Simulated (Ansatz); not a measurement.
# AlClH2: molecular dynamics

Aim: follow the molecule's vibrations and see whether its bonds hold. The start is relaxed first. Runs: 250 steps of 0.25 fs under a Langevin thermostat at 300 K; 40 steps of 4 fs at constant energy, with velocities drawn for 300 K.

Method: RKS r2SCAN-D4/def2-SVP, in Ansatz 0.2.0.

## 1. The starting structure

Bond lengths: Al1–H2 1.560 Å, Al1–H3 1.560 Å, Al1–Cl4 2.230 Å. Angles: H2–Al1–H3 120.0°, H2–Al1–Cl4 120.0°, H3–Al1–Cl4 120.0°.

As a file:

```xyz
4

Al    0.0000    0.0000    0.0000
H     0.0000    0.0000    1.5600
H     1.3510    0.0000   -0.7800
Cl   -1.9312    0.0000   -1.1150
```

## 2. Preparing the start

Contents of input.yaml:

```yaml
crystal:
  periodic: [false, false, false]
  atoms:
    - { symbol: Al, position_ang: [0.0, 0.0, 0.0] }
    - { symbol: H, position_ang: [0.0, 0.0, 1.56] }
    - { symbol: H, position_ang: [1.351, 0.0, -0.78] }
    - { symbol: Cl, position_ang: [-1.9312, 0.0, -1.115] }
basis:
  gaussian: { orbitals: def2-SVP }
hamiltonian:
  xc: r2scan
  dispersion: d4
relax:
  f_tol: 0.02
  max_steps: 40
```

Launch:

```sh
ansatz run input.yaml --threads 1 --pin off --max-ram 2048MiB --backend cpu --events-out ev --progress --plain --runs-dir out
```

Log (excerpt; [...] marks lines left out):

```text
Warning: RAYON_NUM_THREADS=1 ignored (pool sized by the plan → 1); use --threads N
[...]
Functional definition: r2SCAN
[...]
504 factors; their error is unknown
[...]
mean field -19145.80436254 eV, -703.5953328309 hartree, gradient 4.1e-5 eV, S^2 0.000000; 0 other end points of the search recorded, 0 dependent functions left out
[...]
reference -19145.80437182 eV, -703.5953331722 hartree; 16, 16 occupied and 30, 30 virtual orbitals, 504 factors
relax step   1: F+E_penalty+E_count = -19145.81569911 eV  Δ(F+E_penalty+E_count) = +0.000e0 eV  max|allowed force component| = 1.397e0 eV/Å  Δτ_max = 0.0000 Å  (24 SCF iters, accepted)
[...]
relax step   2: F+E_penalty+E_count = -19145.93234682 eV  Δ(F+E_penalty+E_count) = -1.166e-1 eV  max|allowed force component| = 4.150e-1 eV/Å  Δτ_max = 0.1206 Å  (25 SCF iters, accepted)
[...]
relax step   3: F+E_penalty+E_count = -19145.94097460 eV  Δ(F+E_penalty+E_count) = -8.628e-3 eV  max|allowed force component| = 1.518e-2 eV/Å  Δτ_max = 0.0249 Å  (27 SCF iters, accepted)
504 factors; their error is unknown
[...]
mean field -19145.92952626 eV, -703.5999325130 hartree, gradient 1.1e-5 eV, S^2 0.000000; 1 other end points of the search recorded, 0 dependent functions left out
[...]
reference -19145.92953554 eV, -703.5999328540 hartree; 16, 16 occupied and 30, 30 virtual orbitals, 504 factors
Total energy: -19145.94098388 eV, -703.6003535725 hartree
Atom 0 at    -0.002059    -0.000000    -0.001194 Å, force    -0.007039     0.000000    -0.004061 eV/Å
Atom 1 at    -0.076681     0.000000     1.575809 Å, force     0.015176    -0.000000    -0.003647 eV/Å
Atom 2 at     1.326360     0.000000    -0.854309 Å, force     0.004431    -0.000000     0.014964 eV/Å
Atom 3 at    -1.827821     0.000000    -1.055306 Å, force    -0.012568    -0.000000    -0.007257 eV/Å
Dipole moment:     0.222463    -0.000000     0.128440 e Å
```

Wall time 3.8 s (1 thread of Intel Xeon Platinum 8488C (Sapphire Rapids), shared host); peak memory 0.14 GiB.

Relaxation path:

```csv
step,energy from step 1 (eV),largest force component (eV/Å)
1,0.0000,1.3971
2,-0.1166,0.4150
3,-0.1253,0.0152
```

Step 1 is the start.

After: Bond lengths: Al1–H2 1.579 Å, Al1–H3 1.579 Å, Al1–Cl4 2.108 Å. Angles: H2–Al1–H3 125.4°, H2–Al1–Cl4 117.3°, H3–Al1–Cl4 117.3°.

## 3. Run 1

250 steps of 0.25 fs under a Langevin thermostat at 300 K, from the relaxed start.

Contents of input.yaml:

```yaml
crystal:
  periodic: [false, false, false]
  atoms:
    - { symbol: Al, position_ang: [-0.002059, 0.0, -0.001194] }
    - { symbol: H, position_ang: [-0.076681, 0.0, 1.575809] }
    - { symbol: H, position_ang: [1.32636, 0.0, -0.854309] }
    - { symbol: Cl, position_ang: [-1.827821, 0.0, -1.055306] }
basis:
  gaussian: { orbitals: def2-SVP }
hamiltonian:
  xc: r2scan
  dispersion: d4
md:
  timestep: 0.25
  n_steps: 250
  ensemble: nvt_langevin
  temperature: 300.0
  initial_velocities: maxwell_boltzmann
  seed: 900775
  friction: 0.005
```

Launch:

```sh
ansatz run input.yaml --threads 1 --pin off --max-ram 2048MiB --backend cpu --events-out ev --progress --plain --runs-dir out
```

Log (excerpt; [...] marks lines left out):

```text
Warning: RAYON_NUM_THREADS=1 ignored (pool sized by the plan → 1); use --threads N
[...]
[... 1 set-up line as earlier in the session ...]
[...]
504 factors; their error is unknown
[...]
mean field -19145.92952626 eV, -703.5999325128 hartree, gradient 2.2e-5 eV, S^2 0.000000; 0 other end points of the search recorded, 0 dependent functions left out
[...]
reference -19145.92953553 eV, -703.5999328537 hartree; 16, 16 occupied and 30, 30 virtual orbitals, 504 factors
md step     0: t =     0.00 fs  T =   225.0 K  F+E_penalty+E_count = -19145.94097459 eV  E_kin = 0.116334 eV  (24 SCF iters)
[...]
md step    30: t =     7.50 fs  T =   185.6 K  F+E_penalty+E_count = -19145.87748114 eV  E_kin = 0.095964 eV  (21 SCF iters)
[...]
md step    60: t =    15.00 fs  T =    89.1 K  F+E_penalty+E_count = -19145.83190526 eV  E_kin = 0.046043 eV  (20 SCF iters)
[...]
md step    90: t =    22.50 fs  T =   167.5 K  F+E_penalty+E_count = -19145.89039833 eV  E_kin = 0.086589 eV  (21 SCF iters)
[...]
md step   120: t =    30.00 fs  T =   170.8 K  F+E_penalty+E_count = -19145.89916341 eV  E_kin = 0.088289 eV  (20 SCF iters)
md step   121: t =    30.25 fs  T =   172.9 K  F+E_penalty+E_count = -19145.89872989 eV  E_kin = 0.089375 eV  (21 SCF iters)
md step   122: t =    30.50 fs  T =   180.1 K  F+E_penalty+E_count = -19145.89835502 eV  E_kin = 0.093107 eV  (20 SCF iters)
```

## 4. The log goes on: dynamics from the start

The log, continued (excerpt; [...] marks lines left out):

```text
md step   123: t =    30.75 fs  T =   182.3 K  F+E_penalty+E_count = -19145.89798870 eV  E_kin = 0.094244 eV  (20 SCF iters)
[...]
md step   155: t =    38.75 fs  T =   124.2 K  F+E_penalty+E_count = -19145.86895542 eV  E_kin = 0.064233 eV  (19 SCF iters)
[...]
md step   187: t =    46.75 fs  T =    88.1 K  F+E_penalty+E_count = -19145.84621905 eV  E_kin = 0.045569 eV  (18 SCF iters)
[...]
md step   219: t =    54.75 fs  T =   257.0 K  F+E_penalty+E_count = -19145.91059768 eV  E_kin = 0.132895 eV  (21 SCF iters)
[...]
md step   249: t =    62.25 fs  T =   237.0 K  F+E_penalty+E_count = -19145.90580383 eV  E_kin = 0.122537 eV  (21 SCF iters)
[...]
md step   250: t =    62.50 fs  T =   224.0 K  F+E_penalty+E_count = -19145.90208976 eV  E_kin = 0.115815 eV  (23 SCF iters)
Total energy: -19145.90209905 eV, -703.5989245816 hartree
Atom 0 at     0.057380    -0.015750     0.004374 Å, force     0.318063     0.561683     0.566808 eV/Å
Atom 1 at     0.133038     0.510525     1.541067 Å, force    -0.051537    -0.325942    -0.519650 eV/Å
Atom 2 at     1.300805    -0.269950    -0.924793 Å, force     0.108777    -0.145070     0.041534 eV/Å
Atom 3 at    -1.799492    -0.063966    -0.947622 Å, force    -0.375303    -0.090671    -0.088691 eV/Å
Dipole moment:     0.199554    -0.071390     0.125026 e Å
```

Wall time 3.6 min (1 thread of Intel Xeon Platinum 8488C (Sapphire Rapids), shared host); peak memory 0.12 GiB.

## 5. Frames and traces

One step in 18; energies are changes from step 0:

```csv
time (fs),T (K),potential energy change (meV/atom)
0.0,225,0.0
4.5,242,8.9
9.0,143,20.8
13.5,67,30.1
18.0,134,19.3
22.5,167,12.6
27.0,186,6.6
31.5,168,10.6
36.0,139,13.5
40.5,122,18.0
45.0,97,22.0
49.5,134,18.8
54.0,234,9.2
58.5,282,1.8
62.5,224,9.7
```

time (fs), T (K) and a bar:
```
      0.0        225 ########################
      2.8        239 ###########################
      5.5        226 #########################
      8.2        174 #################
     10.8         93 ####
     13.5         67 
     16.2        126 #########
     19.0        121 ########
     21.8        146 ############
     24.5        169 ################
     27.2        180 #################
     30.0        171 ################
     32.5        193 ####################
     35.2        152 #############
     38.0        112 #######
     40.8        122 ########
     43.5        103 ######
     46.2         82 ##
     49.0        124 #########
     51.8        198 ####################
     54.2        245 ############################
     57.0        251 #############################
     59.8        261 ##############################
     62.5        224 ########################
```

## 6. Positions and forces

Extended XYZ, with forces in eV/Å:

```xyz
4
time_fs=7.8 T=176 dE=0.0664
Al   -0.002   -0.007   -0.008    0.420    0.661   -0.172
H     0.104    0.231    1.550   -0.209   -0.245    0.052
H     1.291    0.152   -0.919   -0.075   -0.256    0.031
Cl   -1.832   -0.002   -1.042   -0.136   -0.161    0.089
4
time_fs=15.5 T=105 dE=0.1028
Al    0.010    0.004   -0.015    0.181    0.828    0.335
H     0.168    0.366    1.547   -0.271   -0.369   -0.309
H     1.252    0.122   -0.955    0.256   -0.277   -0.161
Cl   -1.832   -0.002   -1.029   -0.165   -0.182    0.135
4
time_fs=23.5 T=165 dE=0.0382
Al    0.036    0.030   -0.018    0.000    0.352   -0.795
H     0.051    0.336    1.506    0.022   -0.100    0.361
H     1.286    0.009   -1.011   -0.082   -0.148    0.275
Cl   -1.829   -0.004   -1.023    0.060   -0.103    0.158
4
time_fs=31.2 T=171 dE=0.0430
Al    0.058    0.051   -0.023   -0.796   -0.075    0.405
H    -0.065    0.233    1.585    0.261   -0.020   -0.574
H     1.286   -0.181   -0.964    0.268    0.047    0.049
Cl   -1.829   -0.011   -1.015    0.267    0.048    0.120
4
time_fs=39.0 T=131 dE=0.0724
Al    0.064    0.055   -0.027   -0.126   -0.719   -0.587
H    -0.067    0.137    1.511    0.150    0.255    0.500
H     1.377   -0.357   -0.855   -0.264    0.317    0.140
Cl   -1.824   -0.019   -0.997    0.240    0.148   -0.052
4
time_fs=47.0 T=85 dE=0.0944
Al    0.070    0.042   -0.029   -0.379   -0.554    1.001
H     0.033    0.144    1.588   -0.017    0.247   -0.510
H     1.381   -0.427   -0.727    0.215    0.148   -0.405
Cl   -1.816   -0.032   -0.981    0.180    0.159   -0.087
4
time_fs=54.8 T=257 dE=0.0304
Al    0.063    0.017   -0.012    0.450   -0.412   -0.215
H     0.129    0.286    1.517   -0.117    0.200    0.361
H     1.393   -0.395   -0.796   -0.273    0.146   -0.064
Cl   -1.808   -0.048   -0.966   -0.060    0.066   -0.082
4
time_fs=62.5 T=224 dE=0.0389
Al    0.057   -0.016    0.004    0.318    0.562    0.567
H     0.133    0.510    1.541   -0.051   -0.326   -0.520
H     1.301   -0.270   -0.925    0.109   -0.145    0.042
Cl   -1.800   -0.064   -0.948   -0.375   -0.091   -0.089
```

Reading of run 1. Against a set 300 K the second half averages 171 K with a spread of 63 K; 13 meV/atom has gone into potential energy, and a thermostat that acts over some 200 fs has not made it up in 62 fs. The bonds all hold.

## 7. Run 2

40 steps of 4 fs at constant energy, with velocities drawn for 300 K, starting from the last frame of an earlier run, with new velocities.

Contents of input.yaml:

```yaml
crystal:
  periodic: [false, false, false]
  atoms:
    - { symbol: Al, position_ang: [0.05738, -0.01575, 0.004374] }
    - { symbol: H, position_ang: [0.133038, 0.510525, 1.541067] }
    - { symbol: H, position_ang: [1.300805, -0.26995, -0.924793] }
    - { symbol: Cl, position_ang: [-1.799492, -0.063966, -0.947622] }
basis:
  gaussian: { orbitals: def2-SVP }
hamiltonian:
  xc: r2scan
  dispersion: d4
md:
  timestep: 4.0
  n_steps: 40
  ensemble: nve
  temperature: 300.0
  initial_velocities: maxwell_boltzmann
  seed: 34403
```

Launch:

```sh
ansatz run input.yaml --threads 1 --pin off --max-ram 2048MiB --backend cpu --events-out ev --progress --plain --runs-dir out
```

Log (excerpt; [...] marks lines left out):

```text
Warning: RAYON_NUM_THREADS=1 ignored (pool sized by the plan → 1); use --threads N
[...]
[... 1 set-up line as earlier in the session ...]
[...]
504 factors; their error is unknown
[...]
mean field -19145.89062873 eV, -703.5985030551 hartree, gradient 2.1e-5 eV, S^2 0.000000; 0 other end points of the search recorded, 0 dependent functions left out
[...]
reference -19145.89063802 eV, -703.5985033965 hartree; 16, 16 occupied and 30, 30 virtual orbitals, 504 factors
md step     0: t =     0.00 fs  T =   300.0 K  F+E_penalty+E_count = -19145.90209018 eV  E_kin = 0.077556 eV  conserved = -19145.82453418 eV  (22 SCF iters)
[...]
md step    10: t =    40.00 fs  T =   323.2 K  F+E_penalty+E_count = -19145.87588749 eV  E_kin = 0.083557 eV  conserved = -19145.79233098 eV  (26 SCF iters, 5 dispersion substeps)
[...]
md step    20: t =    80.00 fs  T =   120.2 K  F+E_penalty+E_count = -19145.78943042 eV  E_kin = 0.031085 eV  conserved = -19145.75834553 eV  (26 SCF iters, 5 dispersion substeps)
[...]
md step    30: t =   120.00 fs  T =   275.4 K  F+E_penalty+E_count = -19145.82625507 eV  E_kin = 0.071206 eV  conserved = -19145.75504923 eV  (26 SCF iters, 5 dispersion substeps)
[...]
md step    39: t =   156.00 fs  T =   284.6 K  F+E_penalty+E_count = -19145.78523056 eV  E_kin = 0.073576 eV  conserved = -19145.71165503 eV  (26 SCF iters, 5 dispersion substeps)
[...]
md step    40: t =   160.00 fs  T =   299.2 K  F+E_penalty+E_count = -19145.79666051 eV  E_kin = 0.077361 eV  conserved = -19145.71929982 eV  (24 SCF iters, 5 dispersion substeps)
Total energy: -19145.79666980 eV, -703.5950501280 hartree
Atom 0 at     0.087092    -0.015006     0.018032 Å, force     0.702818     0.228815    -0.873959 eV/Å
Atom 1 at     0.147955     0.490386     1.531692 Å, force    -0.074502    -0.212944    -0.204116 eV/Å
Atom 2 at     1.499666    -0.259003    -0.921301 Å, force    -1.238675     0.065230     0.760957 eV/Å
Atom 3 at    -1.828185    -0.064271    -0.957850 Å, force     0.610359    -0.081100     0.317117 eV/Å
Dipole moment:     0.194506    -0.062737     0.161060 e Å
```

Run time: 38 s. Hardware: 1 thread of Intel Xeon Platinum 8488C (Sapphire Rapids), shared host; peak memory 0.12 GiB.

## 8. What the atoms did

One step in 2; energies are changes from step 0:

```csv
time (fs),T (K),potential energy change (meV/atom),total energy change (meV/atom)
0.0,300,0.0,0.00
8.0,286,3.4,2.48
16.0,257,9.2,6.48
24.0,275,2.8,1.18
32.0,344,16.5,19.34
40.0,323,6.6,8.05
48.0,234,31.9,27.62
56.0,290,15.2,14.58
64.0,333,22.8,24.93
72.0,212,21.5,15.76
80.0,120,28.2,16.55
88.0,192,24.0,16.99
96.0,180,15.8,8.05
104.0,69,32.3,17.32
112.0,100,26.5,13.53
120.0,275,19.0,17.37
128.0,270,26.5,24.53
136.0,213,22.7,17.03
144.0,302,30.1,30.20
152.0,367,7.9,12.27
160.0,299,26.4,26.31
```

time (fs), T (K) and a bar:
```
      0.0        300 #####################
      8.0        286 ####################
     12.0        137 ######
     20.0        136 ######
     28.0        217 ##############
     36.0        261 ##################
     40.0        323 #######################
     48.0        234 ###############
     56.0        290 ####################
     64.0        333 ########################
     68.0        339 #########################
     76.0        218 ##############
     84.0        287 ####################
     92.0        368 ############################
     96.0        180 ##########
    104.0         69 
    112.0        100 ###
    120.0        275 ###################
    124.0        394 ##############################
    132.0        271 ###################
    140.0        251 #################
    148.0        335 ########################
    152.0        367 ###########################
    160.0        299 #####################
```

## 9. Positions and forces

Extended XYZ, with forces in eV/Å:

```xyz
4
time_fs=20.0 T=136 dE=0.0870
Al    0.058    0.001   -0.011    1.372   -0.621   -0.267
H    -0.042    0.322    1.514    0.148    0.158    0.228
H     1.492   -0.472   -0.788   -1.149    0.453    0.473
Cl   -1.800   -0.066   -0.939   -0.371    0.010   -0.434
4
time_fs=40.0 T=323 dE=0.0262
Al    0.096   -0.005    0.023   -1.435    0.178   -0.084
H     0.198    0.416    1.524   -0.094    0.054    0.228
H     1.276   -0.360   -0.852    0.852   -0.269   -0.597
Cl   -1.830   -0.067   -0.963    0.677    0.037    0.453
4
time_fs=60.0 T=361 dE=0.0308
Al    0.064   -0.012    0.007   -0.736    0.587    0.981
H     0.184    0.483    1.533   -0.123   -0.199   -0.330
H     1.235   -0.310   -0.880    1.060   -0.351   -0.695
Cl   -1.804   -0.065   -0.951   -0.201   -0.036    0.044
4
time_fs=80.0 T=120 dE=0.1127
Al    0.054    0.003   -0.014    1.564   -0.739   -0.246
H    -0.048    0.309    1.513    0.162    0.187    0.250
H     1.486   -0.505   -0.794   -1.196    0.528    0.514
Cl   -1.797   -0.066   -0.936   -0.531    0.024   -0.518
4
time_fs=100.0 T=301 dE=-0.0044
Al    0.093   -0.011    0.022   -0.323    0.173   -0.613
H     0.168    0.481    1.522   -0.066   -0.106   -0.014
H     1.369   -0.314   -0.900   -0.268   -0.034    0.222
Cl   -1.829   -0.066   -0.961    0.657   -0.033    0.405
4
time_fs=120.0 T=275 dE=0.0758
Al    0.070   -0.004    0.009   -1.317    0.475    1.193
H     0.224    0.403    1.551   -0.167   -0.067   -0.278
H     1.196   -0.352   -0.868    1.526   -0.450   -1.076
Cl   -1.809   -0.067   -0.953   -0.042    0.042    0.162
4
time_fs=140.0 T=251 dE=0.1371
Al    0.050    0.002   -0.014    1.789   -0.694   -0.508
H    -0.052    0.311    1.501    0.176    0.186    0.421
H     1.489   -0.465   -0.842   -1.288    0.504    0.658
Cl   -1.794   -0.066   -0.935   -0.676    0.003   -0.571
4
time_fs=160.0 T=299 dE=0.1054
Al    0.087   -0.015    0.018    0.703    0.229   -0.874
H     0.148    0.490    1.532   -0.074   -0.213   -0.204
H     1.500   -0.259   -0.921   -1.239    0.065    0.761
Cl   -1.828   -0.064   -0.958    0.610   -0.081    0.317
```

Reading of run 2. The temperature starts at 300 K and averages 258 K in the second half, where it ranges from 69 to 394 K. The total energy strays from its start by at most 31.09 meV/atom, 187 % of the mean kinetic energy, which is poor: the step of 4 fs is too long for the fastest motion. No bond forms or breaks.

## 10. Results

| quantity | value |
| --- | --- |
| relaxation of the start | 2 moves, 0.125 eV lower |
| run 1: length | 250 steps of 0.25 fs |
| run 1: temperature, first and last step | 225 and 224 K |
| run 1: temperature, second half | mean 171 K, from 80 to 282 K |
| run 1: potential energy, second half | +13 meV/atom from this run's first step |
| run 1: bonds formed or broken | 0 |
| run 2: length | 40 steps of 4 fs |
| run 2: temperature, first and last step | 300 and 299 K |
| run 2: temperature, second half | mean 258 K, from 69 to 394 K |
| run 2: potential energy, second half | +18 meV/atom from this run's first step |
| run 2: largest change of the total energy | 31.09 meV/atom |
| run 2: bonds formed or broken | 0 |

Mean temperatures of the second halves: 171 K, 258 K. No bond formed or broke in any run. A run of 160 fs with 4 atoms shows the motion but fixes no equilibrium value. The nuclei move classically, without zero-point motion, which matters most for hydrogen.
